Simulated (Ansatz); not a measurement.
Elements on the sites of an ideal bcc lattice, at a guessed lattice constant:

```
Mo Ta
1.0
     6.56387    0.00000    0.00000
     0.00000    6.56387    0.00000
     0.00000    0.00000    6.56387
Mo Ta
4 12
Direct
  0.00000 0.00000 0.00000
  0.50000 0.50000 0.00000
  0.50000 0.00000 0.50000
  0.50000 0.50000 0.50000
  0.50000 0.00000 0.00000
  0.00000 0.50000 0.00000
  0.00000 0.00000 0.50000
  0.25000 0.25000 0.25000
  0.75000 0.25000 0.25000
  0.00000 0.50000 0.50000
  0.25000 0.75000 0.25000
  0.25000 0.25000 0.75000
  0.75000 0.75000 0.25000
  0.75000 0.25000 0.75000
  0.25000 0.75000 0.75000
  0.75000 0.75000 0.75000
```

Cell and atoms were relaxed without symmetry on coarser meshes and computed once more. All numbers below come from DFT PBE, scalar-relativistic, plane waves, PAW (Ansatz).

Cutoff 420 eV; k points 5×5×5 on the computed 16-atom cell (Γ-centred); Gaussian smearing, width 0.10 eV; no spin polarisation.

The relaxation ran on 2×2×2 (shifted) and then 3×3×3 k points with a smearing of 0.1 eV, from sites shaken by 0.02 Å.

Task: What does the relaxation give?

Result: A volume of 17.53 Å³/atom and no gap on the mesh. It lies 0.07 eV/atom below the elements' standard states (static lattices, no corrections for gases). The atoms leave their sites by 0.02 Å (root mean square) and 0.03 Å at most, and the cell stretches by up to 0.3 % at fixed volume.

```
CELL_PARAMETERS angstrom
6.55720 0.00685 -0.00747
0.00612 6.54171 0.01172
-0.00672 0.01175 6.54040
ATOMIC_POSITIONS crystal
Mo 0.00065 0.99895 0.99945
Mo 0.50064 0.49895 0.99945
Mo 0.50065 0.99896 0.49945
Mo 0.50066 0.49896 0.49944
Ta 0.50065 0.99896 0.99944
Ta 0.00066 0.49897 0.99944
Ta 0.00066 0.99897 0.49944
Ta 0.25528 0.24911 0.24981
Ta 0.74601 0.24931 0.24958
Ta 0.00063 0.49895 0.49945
Ta 0.25522 0.74863 0.24980
Ta 0.25513 0.24919 0.74922
Ta 0.74616 0.74873 0.24967
Ta 0.74609 0.24929 0.74911
Ta 0.25528 0.74861 0.74930
Ta 0.74602 0.74881 0.74909
```

The final mesh leaves forces up to 0.07 eV/Å and stresses up to 0.6 GPa: the relaxation ran on a coarser mesh, so the cell's shape, its bonds and its energy belong partly to that mesh.

Spin-orbit coupling is left out, which matters for the bands of heavy elements.

Cost: 2 runs of about 9.8 core-minutes in all (earlier runs that led there not counted), on Intel Xeon Platinum 8375C (Ice Lake) (shared hosts).